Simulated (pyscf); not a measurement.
# Four-centre exchange: `[SH][GeH3]` + `[SH2]` → `[SH][GeH2][SH]` + `[H][H]`

Gas phase, singlet surface, charge 0. Bonds broken: Ge2–H4, S7–H8. Bonds formed: Ge2–S7, H4–H8. Structures and frequencies: ωB97X-D3(BJ)/def2-SVP in PySCF.

Transition state (Å):

```xyz
9

S     -0.4907    -1.5811     1.4196
Ge    -0.9596     0.2862     0.2833
H     -1.1914    -2.4245     0.6373
H     -0.8454    -0.7462    -1.2202
H     -2.4503     0.5760     0.1303
H     -0.1688     1.2475     1.1862
S     -0.3016     1.7413    -1.7443
H     -0.6410     0.1008    -1.7021
H      1.0086     1.4526    -1.6082
```

One imaginary mode, 1472i cm⁻¹; descent along it reached the two sides named.

| bond | change | reactant side (Å) | saddle | product side |
|---|---|---|---|---|
| Ge2–H4 | breaks | 1.535 | 1.827 | 4.2 |
| S7–H8 | breaks | 1.346 | 1.676 | 3.0 |
| Ge2–S7 | forms | 3.5 | 2.581 | 2.218 |
| H4–H8 | forms | 3.1 | 0.996 | 0.762 |

Electronic energies relative to the separated reactants (kcal/mol):

| level | barrier | reaction energy | reverse barrier |
|---|---|---|---|
| ωB97X-D3(BJ)/def2-TZVP | 48.1 | -10.6 | 58.7 |
| PBE/def2-TZVP | 39.1 | -7.9 | 47.0 |
| r²SCAN/def2-TZVP | 42.1 | -8.8 | 50.9 |
| B3LYP-D3(BJ)/def2-TZVP | 45.6 | -8.2 | 53.9 |
| PBE0-D3(BJ)/def2-TZVP | 42.8 | -8.4 | 51.3 |
| M06-2X/def2-TZVP | 46.4 | -10.4 | 56.8 |
| ωB97M-D3(BJ)/def2-TZVP | 49.9 | -6.7 | 56.6 |
| HF/def2-TZVP | 70.2 | -3.0 | 73.2 |

With ωB97M-D3(BJ)/def2-TZVP energies and thermal terms (ideal gas, 1 atm, RRHO with modes under 100 cm⁻¹ raised to 100, one conformer, R ln 2 for chiral ones without a mode under 150 cm⁻¹), in kcal/mol:

```tsv
T (K)	ΔH‡	ΔG‡	ΔH	ΔG
298	48.6	59.8	-7.9	-5.2
600	49.0	70.9	-6.6	-3.0
900	49.8	81.7	-5.7	-1.5
1200	50.7	92.2	-5.1	-0.1
```

One saddle was located; it need not be the lowest between these sides. Elements up to Kr have no core potential and no relativistic terms here.
